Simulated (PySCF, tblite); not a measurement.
# CH₃F: deprotonation, part 2 of 2

tblite 0.8.0 and PySCF 2.14.0. Atoms count from 0. The steps go on from the part before.

## 17. Single point (CH₃F): wavefunction

Geometry: PBE0-D3(BJ)/ma-def2-SVP.

Job settings and geometry (Å):

```
{"job": {"kind": "sp", "xc": "MP2", "basis": "jun-cc-pV(T+d)Z", "grid": 2}, "charge": 0, "multiplicity": 1}
C     -0.051560     0.009312     0.000155
F      1.299956    -0.175876    -0.162111
H     -0.315348    -0.146673     1.057688
H     -0.315978     1.034926    -0.300584
H     -0.595111    -0.713237    -0.628118
```

With the program's defaults for keys left out, this is: wavefunction single point, frozen core, gas phase.

The program printed:

```text
final grid: 38928 points
cycle   1  E = -139.0492155777  dE = -4.226e-03  |g| = 4.767e-01  |ddm| = 1.129e+00
cycle   2  E = -139.0839052326  dE = -3.469e-02  |g| = 2.916e-01  |ddm| = 3.051e-01
cycle   3  E = -139.0959224981  dE = -1.202e-02  |g| = 3.663e-02  |ddm| = 1.064e-01
cycle   4  E = -139.0962594504  dE = -3.370e-04  |g| = 1.053e-02  |ddm| = 2.738e-02
cycle   5  E = -139.0962913060  dE = -3.186e-05  |g| = 2.231e-03  |ddm| = 8.074e-03
cycle   6  E = -139.0962936391  dE = -2.333e-06  |g| = 6.468e-04  |ddm| = 2.202e-03
cycle   7  E = -139.0962938663  dE = -2.272e-07  |g| = 1.210e-04  |ddm| = 7.322e-04
cycle   8  E = -139.0962938751  dE = -8.796e-09  |g| = 1.564e-05  |ddm| = 1.606e-04
converged SCF energy = -139.0962938751
E(HF, exact integrals) = -139.0963226497
E(MP2) = -139.5347601272
```

It took 2.3 s on 1 thread of Arm Neoverse V1, shared host; peak memory 0.81 GiB.

## 18. Single point (CH2F−, [CH2-]F, multiplicity 1): wavefunction

Geometry: PBE0-D3(BJ)/ma-def2-SVP.

Job settings and geometry (Å):

```
{"job": {"kind": "sp", "xc": "MP2", "basis": "jun-cc-pV(T+d)Z", "grid": 2}, "charge": -1, "multiplicity": 1}
C     -0.084491    -0.043374     0.080397
F      0.953734     0.972821    -0.218512
H     -0.885825     0.214205    -0.662450
H      0.374434    -0.979317    -0.336320
```

Method: wavefunction single point, frozen core, gas phase.

The program printed:

```text
final grid: 33560 points
cycle   1  E = -138.3680887260  dE = -2.308e-01  |g| = 4.710e-01  |ddm| = 1.223e+00
cycle   2  E = -138.3995276891  dE = -3.144e-02  |g| = 3.419e-01  |ddm| = 4.691e-01
cycle   3  E = -138.4151906012  dE = -1.566e-02  |g| = 3.629e-02  |ddm| = 1.370e-01
cycle   4  E = -138.4161254916  dE = -9.349e-04  |g| = 1.324e-02  |ddm| = 8.403e-02
cycle   5  E = -138.4163271791  dE = -2.017e-04  |g| = 6.971e-03  |ddm| = 4.933e-02
cycle   6  E = -138.4163815371  dE = -5.436e-05  |g| = 2.460e-03  |ddm| = 2.897e-02
cycle   7  E = -138.4163923597  dE = -1.082e-05  |g| = 6.398e-04  |ddm| = 1.901e-02
cycle   8  E = -138.4163930362  dE = -6.765e-07  |g| = 1.800e-04  |ddm| = 5.622e-03
cycle   9  E = -138.4163930945  dE = -5.826e-08  |g| = 5.511e-05  |ddm| = 1.734e-03
cycle  10  E = -138.4163930995  dE = -5.027e-09  |g| = 1.607e-05  |ddm| = 3.549e-04
converged SCF energy = -138.4163930995
E(HF, exact integrals) = -138.4164530384
E(MP2) = -138.8680675401
```

Wall time 1.5 s (1 thread of Arm Neoverse V1, shared host).

## 19. Deprotonation: MP2/jun-cc-pV(T+d)Z

This step combines the energies above: geometries from PBE0-D3(BJ)/ma-def2-SVP, zero-point and thermal terms from PBE0-D3(BJ)/ma-def2-SVP.

Job settings and geometry (Å):

```
{"job": {"kind": "ac", "geom": {"xc": "PBE0", "basis": "ma-def2-SVP", "d3": "d3bj", "grid": 1}, "hess": 1, "level": {"xc": "MP2", "basis": "jun-cc-pV(T+d)Z"}}, "charge": 0, "multiplicity": 1}
C     -0.051560     0.009312     0.000155
F      1.299956    -0.175876    -0.162111
H     -0.315348    -0.146673     1.057688
H     -0.315978     1.034926    -0.300584
H     -0.595111    -0.713237    -0.628118
```

Output (the driver's rows laid out field by field):

```text
deprotonation site by site, MP2/jun-cc-pV(T+d)Z // PBE0-D3(BJ)/ma-def2-SVP

row 1
  formula                 CH2F
  charge                  -1
  multiplicity            1
  smiles                  [CH2-]F
  kept                    yes
  pieces                  1
  point_group             Cs
  atom                    0
  element                 C
  electronic              1750.4
  enthalpy                1714.32
  free_energy             1679.4
  share_gas               1.0
```

Wall time 3.9 s (1 thread of Arm Neoverse V1, shared host).

Energy needed to remove a proton (kJ/mol, gas phase, 298 K for the thermal columns):

```tsv
site	product	electronic	enthalpy	free energy
C0	[CH2-]F	1750.4	1714.3	1679.4
```

## 20. Single point (CH3F): HF/jun-cc-pV(T+d)Z

Geometry: PBE0-D3(BJ)/ma-def2-SVP.

Job settings and geometry (Å):

```
{"job": {"kind": "sp", "xc": "HF", "basis": "jun-cc-pV(T+d)Z", "grid": 2}, "charge": 0, "multiplicity": 1}
C     -0.051560     0.009312     0.000155
F      1.299956    -0.175876    -0.162111
H     -0.315348    -0.146673     1.057688
H     -0.315978     1.034926    -0.300584
H     -0.595111    -0.713237    -0.628118
```

The program printed:

```text
final grid: 38928 points
cycle   1  E = -139.0492155777  dE = -4.226e-03  |g| = 4.767e-01  |ddm| = 1.129e+00
cycle   2  E = -139.0839052326  dE = -3.469e-02  |g| = 2.916e-01  |ddm| = 3.051e-01
cycle   3  E = -139.0959224981  dE = -1.202e-02  |g| = 3.663e-02  |ddm| = 1.064e-01
cycle   4  E = -139.0962594504  dE = -3.370e-04  |g| = 1.053e-02  |ddm| = 2.738e-02
cycle   5  E = -139.0962913060  dE = -3.186e-05  |g| = 2.231e-03  |ddm| = 8.074e-03
cycle   6  E = -139.0962936391  dE = -2.333e-06  |g| = 6.468e-04  |ddm| = 2.202e-03
cycle   7  E = -139.0962938663  dE = -2.272e-07  |g| = 1.210e-04  |ddm| = 7.322e-04
cycle   8  E = -139.0962938751  dE = -8.796e-09  |g| = 1.564e-05  |ddm| = 1.606e-04
converged SCF energy = -139.0962938751
```

Run time: 0.28 s. Hardware: 1 thread of Arm Neoverse V1, shared host.

## 21. Single point (CH₂F−, [CH2-]F, multiplicity 1): HF/jun-cc-pV(T+d)Z

Geometry: PBE0-D3(BJ)/ma-def2-SVP.

Job settings and geometry (Å):

```
{"job": {"kind": "sp", "xc": "HF", "basis": "jun-cc-pV(T+d)Z", "grid": 2}, "charge": -1, "multiplicity": 1}
C     -0.084491    -0.043374     0.080397
F      0.953734     0.972821    -0.218512
H     -0.885825     0.214205    -0.662450
H      0.374434    -0.979317    -0.336320
```

The program printed:

```text
final grid: 33560 points
cycle   1  E = -138.3680887260  dE = -2.308e-01  |g| = 4.710e-01  |ddm| = 1.223e+00
cycle   2  E = -138.3995276891  dE = -3.144e-02  |g| = 3.419e-01  |ddm| = 4.691e-01
cycle   3  E = -138.4151906012  dE = -1.566e-02  |g| = 3.629e-02  |ddm| = 1.370e-01
cycle   4  E = -138.4161254916  dE = -9.349e-04  |g| = 1.324e-02  |ddm| = 8.403e-02
cycle   5  E = -138.4163271791  dE = -2.017e-04  |g| = 6.971e-03  |ddm| = 4.933e-02
cycle   6  E = -138.4163815371  dE = -5.436e-05  |g| = 2.460e-03  |ddm| = 2.897e-02
cycle   7  E = -138.4163923597  dE = -1.082e-05  |g| = 6.398e-04  |ddm| = 1.901e-02
cycle   8  E = -138.4163930362  dE = -6.765e-07  |g| = 1.800e-04  |ddm| = 5.622e-03
cycle   9  E = -138.4163930945  dE = -5.826e-08  |g| = 5.511e-05  |ddm| = 1.734e-03
cycle  10  E = -138.4163930995  dE = -5.027e-09  |g| = 1.607e-05  |ddm| = 3.549e-04
converged SCF energy = -138.4163930995
```

It took 0.24 s on 1 thread of Arm Neoverse V1, shared host.

## 22. Deprotonation: HF/jun-cc-pV(T+d)Z

This step combines the energies above: geometries from PBE0-D3(BJ)/ma-def2-SVP, zero-point and thermal terms from PBE0-D3(BJ)/ma-def2-SVP.

Job settings and geometry (Å):

```
{"job": {"kind": "ac", "geom": {"xc": "PBE0", "basis": "ma-def2-SVP", "d3": "d3bj", "grid": 1}, "hess": 1, "level": {"xc": "HF", "basis": "jun-cc-pV(T+d)Z"}}, "charge": 0, "multiplicity": 1}
C     -0.051560     0.009312     0.000155
F      1.299956    -0.175876    -0.162111
H     -0.315348    -0.146673     1.057688
H     -0.315978     1.034926    -0.300584
H     -0.595111    -0.713237    -0.628118
```

Output (the driver's rows laid out field by field):

```text
deprotonation site by site, HF/jun-cc-pV(T+d)Z // PBE0-D3(BJ)/ma-def2-SVP

row 1
  formula                 CH2F
  charge                  -1
  multiplicity            1
  smiles                  [CH2-]F
  kept                    yes
  pieces                  1
  point_group             Cs
  atom                    0
  element                 C
  electronic              1785.08
  enthalpy                1748.99
  free_energy             1714.08
  share_gas               1.0
```

Run time: 0.6 s. Hardware: 1 thread of Arm Neoverse V1, shared host.

Energy needed to remove a proton (kJ/mol, gas phase, 298 K for the thermal columns):

```tsv
site	product	electronic	enthalpy	free energy
C0	[CH2-]F	1785.1	1749.0	1714.1
```

## 23. Summary of results

This closing draws on all 2 parts.

| quantity | value |
| --- | --- |
| strongest single infrared mode (GFN2-xTB) | 1060 cm⁻¹, 78 km/mol |
| zero-point energy (GFN2-xTB) | 23.8 kcal/mol |
| point group | C3v |
| rotational constants (main isotopes) | 154.71, 25.90, 25.90 GHz |
| ΔH of deprotonation, C0 (wB97X-D3(BJ)/ma-def2-TZVP) | 1721.8 kJ/mol |
| ΔH of deprotonation, C0 (CCSD(T)/jun-cc-pV(T+d)Z) | 1717.1 kJ/mol |
| ΔH of deprotonation, C0 (MP2/jun-cc-pV(T+d)Z) | 1714.3 kJ/mol |
| ΔH of deprotonation, C0 (HF/jun-cc-pV(T+d)Z) | 1749.0 kJ/mol |

All 9 modes are real, so the xTB geometry is a minimum. The strongest single mode, at 1060 cm⁻¹, moves mainly C0 and F1. GFN2-xTB is a fitted tight-binding method: band positions and strengths are rough. Its intensities can rank the bands wrongly. The optimisation took 2 steps and gained 0.015 eV; among the close pairs (by a distance rule), C0–H2 changed most, from 1.091 to 1.101 Å (PBE0/ma-def2-SVP). The ΔH of deprotonation at C0 is 1721.8 kJ/mol at wB97X-D3(BJ)/ma-def2-TZVP; zero-point and thermal terms move it by -36.1 kJ/mol from the electronic value.
